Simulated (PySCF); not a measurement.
Species: vinylcyanoacetylene, C5H3N.
Geometry (PBE0-D3(BJ)/def2-SVP, Å), atoms numbered from 1 in this order:
```
atom  x, y, z in Å
C1    -1.6103   -1.0007   -0.5726
C2    -0.4853   -1.0416    0.1580
C3     0.4080    0.0509    0.2879
C4     1.1881    0.9807    0.4096
C5     2.0654    2.0270    0.5445
N6     2.8104    2.9137    0.6588
H7    -1.9031   -0.1005   -1.1184
H8    -2.2628   -1.8740   -0.6381
H9    -0.2104   -1.9554    0.6977
```

Level of theory: core-valence-separated Tamm–Dancoff BHandHLYP/aug-pcX-1 (pcseg-1 on H) in PySCF, non-relativistic, gas phase, PBE0-D3(BJ)/def2-SVP geometry. Absolute energies from this functional tend to lie a few eV below measured edges; no shift was applied.

Q: List the carbon K-edge absorption lines.

A: 
| E (eV) | f | core hole on | main final orbital | polarisation |
| --- | --- | --- | --- | --- |
| 281.95 | 0.0622 | C1 | LUMO (78 %) | out of plane |
| 282.95 | 0.0415 | C2 | LUMO (74 %) | out of plane |
| 283.23 | 0.0854 | C3 + C4 | LUMO (83 %) | out of plane |
| 283.27 | 0.0038 | C3 + C4 | LUMO (84 %) | out of plane |
| 283.33 | 0.0654 | C3 | LUMO+1 (80 %) | in plane |
| 283.61 | 0.0293 | C4 | LUMO+1 (82 %) | in plane |
| 283.80 | 0.0445 | C5 | LUMO (61 %) | out of plane |
| 283.85 | 0.0521 | C5 | LUMO+1 (74 %) | in plane |
| 285.94 | 0.0026 | C2 | LUMO+1 (92 %) | in plane |
| 286.25 | 0.0029 | C1 | LUMO+1 (70 %) | in plane |
| 286.93 | 0.0177 | C1 | LUMO+2 (32 %) | in plane |
| 286.94 | 0.0196 | C2 | LUMO+5 (62 %) | out of plane |
| 287.04 | 0.0170 | C1 | spread | in plane |
| 287.04 | 0.0173 | C3 | LUMO+5 (66 %) | out of plane |
| 287.09 | 0.0209 | C2 | LUMO+2 (49 %) | in plane |
| 287.47 | 0.0001 | C4 | LUMO+4 (44 %) | – |
| 287.61 | 0.0256 | C5 | LUMO (38 %) | out of plane |
| 287.61 | 0.0014 | C3 | LUMO+2 (48 %) | in plane |
| 287.78 | 0.0049 | C4 | LUMO+5 (74 %) | out of plane |
| 287.92 | 0.0012 | C1 | LUMO+3 (57 %) | in plane |
| 287.96 | 0.0001 | C5 | LUMO+4 (54 %) | – |
| 287.97 | 0.0000 | C1 | LUMO+5 (87 %) | – |
| 288.00 | 0.0092 | C2 | LUMO+2 (33 %) | in plane |

The first line with a tenth or more of the strongest one's intensity is at 281.95 eV (f = 0.062), with the hole on C1 (terminal =CH2 carbon), polarised out of plane: a 1s→π* resonance. The strongest listed is at 283.23 eV (f = 0.085; C3 + C4).

Q: List the nitrogen K-edge absorption lines.

A: 
```
E (eV)       f  core hole on  main final orbital  polarisation
396.65  0.0569            N6         LUMO (58 %)  out of plane
396.73  0.0593            N6       LUMO+1 (71 %)      in plane
401.63  0.0001            N6       LUMO+4 (52 %)             –
401.93  0.0055            N6       LUMO+5 (44 %)  out of plane
402.61  0.0005            N6       LUMO+2 (64 %)             –
402.80  0.0007            N6       LUMO+3 (54 %)             –
403.00  0.0014            N6       LUMO+9 (48 %)  out of plane
```

The first line with a tenth or more of the strongest one's intensity is at 396.65 eV (f = 0.057), with the hole on N6 (nitrile nitrogen), polarised out of plane: a 1s→π* resonance. The strongest listed is at 396.73 eV (f = 0.059; N6).

Roots within 0.03 eV whose holes lie on the same, on equivalent or on shared atoms are summed into one line, and the highest roots are left out, as the search may have cut off their partners. Final orbitals are the ground state's empty Kohn–Sham orbitals. A dash: too weak, shared between unlike atoms, or no plane or axis to refer to.

Q: What length of transition dipole belongs to the line at 283.61 eV?

A: From f = (2/3) ΔE |μ|² in atomic units, with ΔE = 10.423 Eh and f = 0.0293: |μ| = 0.065 au = 0.16 D.

Only the lowest roots of each edge were sought.
